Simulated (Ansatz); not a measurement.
One change: `B[SiH2]F` becomes `B[SiH2]B`.

Ansatz, PBE0-D4/def2-TZVP geometries, multiplicity 1. 

```tsv
property	`B[SiH2]F`
zero-point energy (PBE0-D4/def2-TZVP) / kJ/mol	102.9
LUMO energy (ωB97M-V/def2-TZVPP) / eV	-0.71
HOMO energy (ωB97M-V/def2-TZVPP) / eV	-10.71
HOMO energy (PBE0/def2-TZVPP) / eV	-8.52
ideal-gas entropy at 298 K and 1 bar (rigid rotor, harmonic PBE0-D4/def2-TZVP) / J/(mol·K)	289
LUMO energy (PBE0/def2-TZVPP) / eV	-2.70
```

Question: What does the change do to each property? (An estimate is asked.)

Answer: Ansatz gave: 
| property | `B[SiH2]B` | shift |
| --- | --- | --- |
| zero-point energy (PBE0-D4/def2-TZVP) / kJ/mol | 147.4 | 44.5 |
| LUMO energy (ωB97M-V/def2-TZVPP) / eV | -1.11 | -0.40 |
| HOMO energy (ωB97M-V/def2-TZVPP) / eV | -10.07 | 0.64 |
| HOMO energy (PBE0/def2-TZVPP) / eV | -7.96 | 0.56 |
| ideal-gas entropy at 298 K and 1 bar (rigid rotor, harmonic PBE0-D4/def2-TZVP) / J/(mol·K) | 306 | 17 |
| LUMO energy (PBE0/def2-TZVPP) / eV | -3.05 | -0.35 |

With PBE0 the HOMO rises by 0.56 eV and the LUMO falls by 0.35 eV, so the gap narrows by about 0.91 eV. PBE moves the HOMO by 0.35 eV and ωB97M-V by 0.64 eV. The zero-point energy changes by 44.5 kJ/mol with +6 modes.
